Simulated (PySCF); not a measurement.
How well do the runs reproduce experiment for PH3?

**Experimental background.**

From NIST CCCBDB Release 22 (SRD 101), experimental dipoles, for the gas: dipole moment (microwave Stark effect) 0.58 D.

The runs below try to reproduce these values; the comparison stands at the end.

PH3.
Numbering: `[PH3:1]` (hydrogens: H2, H3, H4 on P1)

Cartesian coordinates in Å at the GFN2-xTB level; atoms count from 1:
```xyz
4
PH3 angstrom
P     -0.001    0.003    0.570
H     -0.559    1.009   -0.206
H      1.158   -0.016   -0.190
H     -0.588   -0.991   -0.198
```

The PySCF runs (gas phase, on this GFN2-xTB geometry; no spin–orbit coupling):

```csv
level,job,basis functions
B3LYP/6-31G*,shieldings,24
B97-2/6-31G,shieldings,19
B97-2/STO-3G,shieldings,12
B97-D/STO-3G,shieldings,12
BHandHLYP/STO-3G,shieldings,12
LC-wPBE/6-31G,shieldings,19
LDA/6-31G,shieldings,19
OLYP/6-31G,shieldings,19
PBE/6-31G,shieldings,19
PBE/6-31G*,shieldings,24
PW91/pcSseg-1,shieldings,39
WP04/STO-3G,shieldings,12
```

All basis functions are spherical.

Results beside the measurements:

**Dipole moment.** Measured: 0.58 D (NIST CCCBDB Release 22 (SRD 101), experimental dipoles).

```
           level  computed (D)  computed − measured (D)  % (from the printed values)
    B3LYP/6-31G*          1.01                    +0.43                          +74
     B97-2/6-31G          1.53                    +0.95                         +164
    B97-2/STO-3G          0.71                    +0.13                          +22
    B97-D/STO-3G          0.67                    +0.09                          +16
BHandHLYP/STO-3G          0.63                    +0.05                           +9
   LC-wPBE/6-31G          1.63                    +1.05                         +181
       LDA/6-31G          1.73                    +1.15                         +198
      OLYP/6-31G          1.59                    +1.01                         +174
       PBE/6-31G          1.61                    +1.03                         +178
      PBE/6-31G*          1.14                    +0.56                          +97
   PW91/pcSseg-1          1.00                    +0.42                          +72
     WP04/STO-3G          0.60                    +0.02                           +3
```

12 of the 60 levels run are shown, the closest and the furthest among them. Closest is WP04/STO-3G (+0.02 D), furthest LDA/6-31G (+1.15 D); one molecule doesn't rank methods. The computed dipoles belong to one fixed geometry; measured ones are averaged over vibrations unless marked μe. Magnitudes are compared, not signs.

No measured geometry was used, and the causes of the misses weren't examined.
